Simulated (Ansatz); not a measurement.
## A convergence study on BH3 (borane)

The species is BH3 (4 atoms), meant as a singlet with charge 0. SMILES: `B`. Geometry: relaxed at PBE0-D4/def2-TZVP.

```xyz
4

B     0.0139   -0.0151   -0.0051
H     0.9822    0.3817    0.5688
H    -0.2762   -1.1718    0.0430
H    -0.6644    0.7449   -0.6269
```

Program: Ansatz 0.2.0. Method: HSE06. Swept: basis set. Watched: the vertical ionisation energy (to the doublet cation). Each run: energy. Hardware: 1 thread of Intel Xeon Platinum 8488C (Sapphire Rapids), shared host.

Deviations are taken from the sweep's last point, which isn't the limit.

Q: The candidates, from coarse to fine: cc-pVDZ; cc-pVTZ; cc-pVQZ; cc-pV5Z. Estimate which is the coarsest that holds the vertical ionisation energy (to the doublet cation) within 0.005 eV of the last.

A: cc-pVTZ: it is 0.0001 eV off and takes 2.4 s, against 14 s for cc-pV5Z.

| basis set | basis functions | value (eV) | from the best (eV) | wall time |
| --- | --- | --- | --- | --- |
| cc-pVDZ | 29 | 12.9913 | -0.0291 | 1.5 s |
| cc-pVTZ | 72 | 13.0203 | -0.0001 | 2.4 s |
| cc-pVQZ | 145 | 13.0203 | -0.0001 | 5.7 s |
| cc-pV5Z | 256 | 13.0204 | 0.0000 | 14 s |
